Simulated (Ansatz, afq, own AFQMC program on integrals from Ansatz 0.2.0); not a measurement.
Two steps: Ansatz 0.2.0 writes the Fock matrix and Cholesky factors of the valence space, and afq projects on them the lowest state that overlaps trial and start.

```yaml
crystal:
  periodic: [false, false, false]
  atoms:
    - {symbol: Ge, position_ang: [0.018323, 0.033109, -0.033187]}
    - {symbol: H, position_ang: [0.579626, 1.067034, 0.999404]}
    - {symbol: H, position_ang: [-1.945358, -3.515083, 3.523430]}
    - {symbol: H, position_ang: [-0.540901, 1.063926, -1.070005]}
    - {symbol: H, position_ang: [0.586106, -1.001944, -1.061095]}
basis:
  gaussian: {orbitals: cc-pVDZ}
total_charge: 1
magnetization: {spin_polarized: true, initial_magnetization: 1}
correlation: {method: ccsd_t, electrons: outside_noble_gas, hamiltonian_folder: ham}
```

```sh
$ ansatz run in.yaml --threads 1 --pin off --events-out ev --progress --plain --max-ram 1382MiB
```

Options of the walk:

```
--method phaseless --trial cisd --walkers 60 --populations 1 --least-time 40 --time-step 0.005 --steps-per-block 50 --equilibration-blocks 40 --max-blocks 300 --target-error 0.00064 --factor-cut 1e-05 --start spin_pure --seed 3798 --release-times 0.24,0.51,0.99,1.62,2.4 --release-step 0.03 --release-every 4 --taylor-order 6
```

Times are imaginary, in 1/Eh. The walk had a cap of 689 s. Filled inner d shells are frozen with the cores.

```
orbitals 33  electrons 4 3  factors 235 of 497
reference energy -2077.21201441 Eh
CCSD correlation -0.11129676 Eh in 11 cycles, weight of the determinant in the CISD state 0.9262
energy of the start -2077.323311 Eh
 block  time / (1/Eh)  mean weight  energy / Eh
     1     0.250  1.0021  -2077.322696
     2     0.500  0.9994  -2077.322713
     3     0.750  1.0001  -2077.323300
     4     1.000  1.0003  -2077.323708
     5     1.250  0.9991  -2077.324119
     9     2.250  1.0008  -2077.324666
    21     5.250  0.9997  -2077.324747
    41    10.250  0.9992  -2077.325440
    56    14.000  0.9973  -2077.328000
    61    15.250  1.0004  -2077.327423
    81    20.250  0.9993  -2077.326896
   101    25.250  0.9994  -2077.326905
   121    30.250  1.0015  -2077.325124
   141    35.250  0.9995  -2077.326346
   161    40.250  1.0005  -2077.326112
   181    45.250  1.0001  -2077.324747
   186    46.500  0.9986  -2077.323706
   196    49.000  0.9985  -2077.324653
blocks merged  error / Eh  count
     1  0.000088  160
     2  0.000113  80
     4  0.000142  40
     8  0.000141  20
    16  0.000155  10
released: time / (1/Eh)  energy / Eh  error  mean overlap
  0.24  -2077.325673  0.000211  1.0011
  0.51  -2077.325673  0.000143  0.9996
  0.99  -2077.325668  0.000138  1.0097
  1.62  -2077.325806  0.000154  1.0077
  2.40  -2077.325809  0.000214  1.0179
energy -2077.325803 +/- 0.000142 Eh
(rows thinned)
```

Question: Estimate how long the walk took on 1 thread of Intel(R) Xeon(R) 6975P-C (Granite Rapids), with other jobs on the host.

Answer: 100 s of wall time.

The run passed its tests (sampling time, drift between the halves within three errors, error under three times the target), which doesn't prove that it has relaxed.

Against this walk (error 3.9 meV) on the same determinant: CCSD(T) 15.7 meV higher, CCSDT(Q) 1.0 meV lower (within the noise). The error is statistical and leaves out the bias of the constraint. Released to 2.40 1/Eh the energy moves by 0 ± 7 meV (both errors), within twice the noise.

Cautions: constraint bias not in the error; no relativity below Rb; no spin-orbit coupling; inner d shell frozen.

CCSDT and higher add their correlation energy to the determinant of the CCSD(T) run, since their own runs factorise the integrals more tightly (a shift of under 2 meV). A walk keeps the symmetry of its determinant, which the program's search chose and which needn't be the lowest solution, so a lower state of the same spin and another symmetry isn't excluded.
